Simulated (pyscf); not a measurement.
Optimised with ωB97X-D3(BJ)/def2-SVP in PySCF.

Task: What is the homolytic dissociation enthalpy (298 K, ωB97M-D3(BJ)/def2-TZVP) of the H–Ti bond of H₂N–TiH(NH₂)–NH₂, to [H₂N–Ti(NH₂)–NH₂]• + H•?

Result: H–Ti to [H₂N–Ti(NH₂)–NH₂]• + H•: 248.9 kJ/mol. The 7 functionals that were run give +223.0 (M06-2X) to +262.3 kJ/mol (r²SCAN). The radicals are drawn with the spin at the cut bond; how far it spreads was not checked. Other isomers of [H₂N–Ti(NH₂)–NH₂]• were not searched in full and may lie lower. Open-shell species with a d-block atom are single-reference here; other states, and whether the spin sits on metal or ligand, were not checked.
